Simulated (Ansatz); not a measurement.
## Ansatz (development build ahead of 0.2.0) run

```yaml
crystal:
  periodic: [false, false, false]
  atoms:
    - { symbol: P, position_ang: [0.0, 0.0, -0.47365] }
    - { symbol: "N", position_ang: [0.0, 0.0, 1.01496] }
basis:
  gaussian: { orbitals: cc-pVTZ }
hamiltonian:
  xc: hf
correlation:
  method: mp2
  frozen_orbitals: { "N": 1, P: 5 }
```

The input is written out in the form of the current development build from the run's settings.

Results

* Converged: yes
* Reference energy: -395.17558 hartree
* Correlation energy: -0.34903 hartree
* Total energy: -395.52462 hartree
* Spin squared of the determinant: 0.000

Caution: in another basis set an unrestricted determinant lies well below.
